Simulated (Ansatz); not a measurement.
A run of Ansatz (development build ahead of 0.2.0) on singlet N₂H₂ in separate pieces at this shape:

```yaml
atoms:
  - { symbol: N, position_ang: [0.5500, 0.0000, 4.3000] }
  - { symbol: N, position_ang: [-0.5500, 0.0000, 4.3000] }
  - { symbol: H, position_ang: [0.3700, 0.0000, 0.0000] }
  - { symbol: H, position_ang: [-0.3700, 0.0000, 0.0000] }
```

Its results:

* Converged: yes
* Total energy: -110.08254 hartree
* Spin squared of the determinant: 0.000

Problem. Which input gives this output? Name the method, the orbitals and the basis set, and write the input.

Solution. RHF in cc-pVDZ. An unrestricted run that stays on the closed shell gives the same numbers.

```yaml
crystal:
  periodic: [false, false, false]
  atoms:
    - { symbol: "N", position_ang: [0.55, 0.0, 4.3] }
    - { symbol: "N", position_ang: [-0.55, 0.0, 4.3] }
    - { symbol: H, position_ang: [0.37, 0.0, 0.0] }
    - { symbol: H, position_ang: [-0.37, 0.0, 0.0] }
basis:
  gaussian: { orbitals: cc-pVDZ }
hamiltonian:
  xc: hf
```
